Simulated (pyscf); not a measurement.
Structures and frequencies: ωB97X-D3(BJ)/def2-SVP in PySCF.

Q: What is the homolytic dissociation enthalpy (298 K, ωB97M-D3(BJ)/def2-TZVP) of the H–Se bond of Cl–Hf(Cl)(Cl)–SeH (SMILES [Cl][Hf]([Cl])([Cl])[SeH]), to [Cl–Hf(Cl)(Cl)–Se]• + H•?

A: H–Se to [Cl–Hf(Cl)(Cl)–Se]• + H•: 3.43 eV. The 7 functionals that were run give +3.32 (M06-2X) to +3.48 eV (ωB97X-D3(BJ)). The radicals are drawn with the spin at the cut bond; how far it spreads was not checked. Other isomers of [Cl–Hf(Cl)(Cl)–Se]• were not searched in full and may lie lower. Open-shell species with a d-block atom are single-reference here; other states, and whether the spin sits on metal or ligand, were not checked. Elements up to Kr have no core potential and no relativistic terms here. Elements past Kr carry the def2 core potentials, without spin-orbit coupling.
